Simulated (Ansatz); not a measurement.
```xyz
11

C     1.267    0.634   -0.468
C     0.191    0.021    0.037
C     0.325   -0.781    1.234
S    -0.869   -1.586    1.973
C    -1.162    0.129   -0.591
F    -1.121    0.928   -1.713
H     1.204    1.241   -1.362
H     2.233    0.534    0.013
H     1.339   -0.818    1.640
H    -1.528   -0.860   -0.880
H    -1.878    0.557    0.117
```

Charge 0, multiplicity 1.

(1) List the ωB97M-V/def2-TZVPP orbital energies in eV (the Gaussian-basis code of Ansatz). (An estimate is asked.)

Answers

(1) Computed: Occupied: -2426.69, -677.47, -283.79, -283.60, -282.54, -282.33, -220.66, -163.76, -163.73, -163.54, -36.47, -26.79, -24.34, -22.73, -20.27, -18.29, -17.08, -16.77, -16.18, -15.26, -14.34, -13.35, -13.11, -12.57, -11.86, -9.86, -8.97. Lowest empty: -0.81, 2.68, 2.98, 3.19, 3.82, 4.42, 4.91, 4.94.
